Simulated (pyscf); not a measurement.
# Four-centre exchange: PH₃ + GeH₄ → H₂P–GeH₃ + H₂

Gas phase, singlet surface, charge 0. Bonds broken: P1–H2, Ge5–H6. Bonds formed: P1–Ge5, H2–H6. Single points on ωB97X-D3(BJ)/def2-SVP structures (PySCF, gas phase).

Transition state (Å):

```xyz
9

P     -2.0277    -1.2574     0.1102
H     -2.1208     0.3387     0.3397
H     -2.5373    -0.9746    -1.1835
H     -2.7800    -2.4969     0.2371
Ge     0.2104    -0.2396    -0.6655
H     -1.3032     0.7846    -0.2225
H      0.5464     0.7937    -1.7669
H      0.7203    -1.5799    -1.2414
H      0.9614     0.0550     0.6397
```

One imaginary mode, 1668i cm⁻¹; descent along it reached the two sides named.

```json
[
 {"bond": "P1–H2", "change": "breaks", "reactant side (Å)": "1.424", "saddle": "1.615", "product side": "3.2"},
 {"bond": "Ge5–H6", "change": "breaks", "reactant side (Å)": "1.537", "saddle": "1.881", "product side": "3.5"},
 {"bond": "P1–Ge5", "change": "forms", "reactant side (Å)": "3.7", "saddle": "2.578", "product side": "2.311"},
 {"bond": "H2–H6", "change": "forms", "reactant side (Å)": "3.2", "saddle": "1.088", "product side": "0.761"}
]
```

Electronic energies relative to the separated reactants (kcal/mol):

| level | barrier | reaction energy | reverse barrier |
|---|---|---|---|
| ωB97X-D3(BJ)/def2-TZVP | 61.7 | -3.5 | 65.2 |
| PBE/def2-TZVP | 51.5 | -1.3 | 52.8 |
| r²SCAN/def2-TZVP | 55.8 | -1.4 | 57.2 |
| B3LYP-D3(BJ)/def2-TZVP | 59.1 | -0.6 | 59.7 |
| PBE0-D3(BJ)/def2-TZVP | 55.8 | -1.5 | 57.3 |
| M06-2X/def2-TZVP | 61.7 | -1.9 | 63.6 |
| ωB97M-D3(BJ)/def2-TZVP | 63.8 | +0.7 | 63.2 |
| HF/def2-TZVP | 86.7 | +5.4 | 81.3 |

With ωB97M-D3(BJ)/def2-TZVP energies and thermal terms (ideal gas, 1 atm, RRHO with modes under 100 cm⁻¹ raised to 100, one conformer, R ln 2 for chiral ones without a mode under 150 cm⁻¹), in kcal/mol:

```tsv
T (K)	ΔH‡	ΔG‡	ΔH	ΔG
298	62.2	70.8	-0.6	-0.3
600	62.8	79.3	+0.8	-0.5
900	63.6	87.4	+1.8	-1.4
1200	64.5	95.1	+2.4	-2.5
```

This is the saddle that the search found; another between the same sides may lie lower. Elements up to Kr have no core potential and no relativistic terms here.
